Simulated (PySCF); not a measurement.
**Dipole moment and polarisability of `O=[P@H]1C=CCC1`**

Species: C4H7OP.
Geometry (GFN2-xTB, Å), atoms numbered from 1 in this order:
```
atom  x, y, z in Å
O1     1.3882   -2.1802   -0.9547
P2     0.8594   -1.1849   -0.0212
C3     1.3594    0.5435   -0.1866
C4     0.3142    1.3500   -0.0572
C5    -1.0189    0.7216    0.2224
C6    -0.9255   -0.7665   -0.1219
H7     1.0951   -1.5023    1.3199
H8     2.3698    0.8572   -0.3862
H9     0.3718    2.4269   -0.1209
H10   -1.8079    1.2191   -0.3457
H11   -1.2497    0.8577    1.2830
H12   -1.5491   -1.3937    0.5139
H13   -1.2112   -0.9480   -1.1624
```

Level: wB97X-D/def2-SVPD (PySCF), static field, nuclei fixed, core orbitals frozen in the response. The polarisability tensor in these axes (au):

```
x   72.36 -7.29 -2.88
y   -7.29 75.51  2.32
z   -2.88  2.32 56.55
```

Diagonalise the tensor; give its mean and Δα, where Δα² is half the sum of the squared differences of the eigenvalues.

Principal values 55.98, 66.53 and 81.91 au; mean 68.14 au = 10.10 Å³ = 11.23 × 10⁻⁴⁰ C²·m²/J; Δα = 22.59 au (33 % of the mean).

What is the dipole moment, and where does it point?

(-2.41, 3.73, 2.32) D, 5.01 D in size, pointing from the negative to the positive side. Measured along this direction, the outermost atoms are O1 at the negative end and H11 at the positive end.

What are the principal values of the traceless quadrupole moment, Θ = ½Σq(3rr − r²1), about the centre of nuclear charge?

-12.05, 4.34, 7.71 D·Å. The values depend on the origin, since the dipole doesn't vanish. The electronic extent ⟨r²⟩ about the same centre is 644 bohr², a root-mean-square distance of 1.83 Å for the 54 electrons.

Rayleigh depolarisation ratio (linearly polarised light, static tensor)?

ρ = 3Δα²/(45ᾱ² + 4Δα²) = 1530.4/(208918 + 2040.5) = 0.00725.

Estimate the molar refractivity from the static electronic polarisability.

Lorentz–Lorenz: R = (4π/3)N_A α = 2.5225 cm³/(mol·Å³) × 10.10 Å³ = 25.5 cm³/mol, in the limit of long wavelengths.

Orientational against electronic polarisability at 298 K (dilute gas, rigid molecules)?

In Gaussian units μ²/3kT = 203.74 Å³ against 10.10 Å³, a ratio of 20.18; the Debye molar polarisation (4π/3)N_A(α + μ²/3kT) is 539.4 cm³/mol, leaving out the vibrational part.

Sum over states: ᾱ = Σ f/ω², ω in Eh. What share falls to these 8 lowest TDDFT singlets (eV, f)? 6.05, 0.0109; 6.33, 0.0040; 7.07, 0.2144; 7.47, 0.0006; 7.69, 0.0134; 7.82, 0.0156; 8.05, 0.0268; 8.10, 0.0136.

They add up to 4.29 au, 6.3 % of the 68.14 au; the largest single term is 3.17 au, from the state at 7.07 eV. Terms in order: 0.22, 0.07, 3.17, 0.01, 0.17, 0.19, 0.31, 0.15 au. Higher excitations give the rest. The strengths listed sum to 0.299.

Geometry: GFN2-xTB, one conformer, isolated molecule.

wB97X-D is run here without its empirical dispersion term; that term would change no orbital, density or response property at a fixed geometry.
